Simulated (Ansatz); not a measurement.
Relaxation of BH$_{4}$NS (7 atoms, charge 0, multiplicity 1), to a largest force component of 0.02 eV/Å in at most 50 steps.

Computed with UKS PBE0/def2-SVP in Ansatz.

```xyz
7
Properties=species:S:1:pos:R:3:forces:R:3
N -1.039 0.352 -0.489 3.85 0.58 1.60
B -0.103 0.115 0.622 -0.74 -3.70 -6.97
S 0.888 -1.466 0.618 1.25 0.86 0.20
H -0.814 0.824 1.221 -2.94 1.82 0.50
H -0.753 1.252 -1.006 -1.61 -0.49 1.55
H 0.030 0.914 1.498 1.86 1.62 2.26
H 1.986 -0.860 -0.097 -1.67 -0.68 0.85
```

Q: Where does it end, and by what steps?

A: The run converged. After 32 steps the energy has fallen by 3.680 eV; H6 moved furthest, 1.86 Å. Parted: B2–H4, B2–H6.

```json
{"step": "0", "energy less start (eV)": "0.0000", "largest force component (eV/Å)": "6.966", "accepted": "yes"}
{"step": "2", "energy less start (eV)": "-1.6134", "largest force component (eV/Å)": "3.472", "accepted": "yes"}
{"step": "4", "energy less start (eV)": "-2.2559", "largest force component (eV/Å)": "2.197", "accepted": "yes"}
{"step": "6", "energy less start (eV)": "-2.8100", "largest force component (eV/Å)": "2.977", "accepted": "yes"}
{"step": "8", "energy less start (eV)": "-3.3394", "largest force component (eV/Å)": "0.973", "accepted": "yes"}
{"step": "10", "energy less start (eV)": "-3.5309", "largest force component (eV/Å)": "0.462", "accepted": "yes"}
{"step": "12", "energy less start (eV)": "-3.6515", "largest force component (eV/Å)": "0.146", "accepted": "yes"}
{"step": "14", "energy less start (eV)": "-3.6585", "largest force component (eV/Å)": "0.157", "accepted": "yes"}
{"step": "16", "energy less start (eV)": "-3.6485", "largest force component (eV/Å)": "0.789", "accepted": "no"}
{"step": "18", "energy less start (eV)": "-3.6640", "largest force component (eV/Å)": "0.176", "accepted": "yes"}
{"step": "20", "energy less start (eV)": "-3.6691", "largest force component (eV/Å)": "0.125", "accepted": "yes"}
{"step": "22", "energy less start (eV)": "-3.6712", "largest force component (eV/Å)": "0.162", "accepted": "yes"}
{"step": "24", "energy less start (eV)": "-3.6697", "largest force component (eV/Å)": "0.411", "accepted": "no"}
{"step": "26", "energy less start (eV)": "-3.6778", "largest force component (eV/Å)": "0.082", "accepted": "yes"}
{"step": "28", "energy less start (eV)": "-3.6793", "largest force component (eV/Å)": "0.090", "accepted": "yes"}
{"step": "30", "energy less start (eV)": "-3.6801", "largest force component (eV/Å)": "0.047", "accepted": "yes"}
{"step": "32", "energy less start (eV)": "-3.6803", "largest force component (eV/Å)": "0.008", "accepted": "yes"}
```

```xyz
7
Properties=species:S:1:pos:R:3
N -0.559 0.372 -0.520
B 0.180 -0.624 -0.413
S 1.181 -2.081 -0.240
H -0.819 1.617 1.954
H -1.153 1.163 -0.647
H -0.982 2.084 2.533
H 2.347 -1.399 -0.300
```

Whether the end is a true minimum wasn't checked by a vibrational analysis.

The run took 46 s on 2 threads of Arm Neoverse V2, on a shared host, peak memory 0.16 GiB.
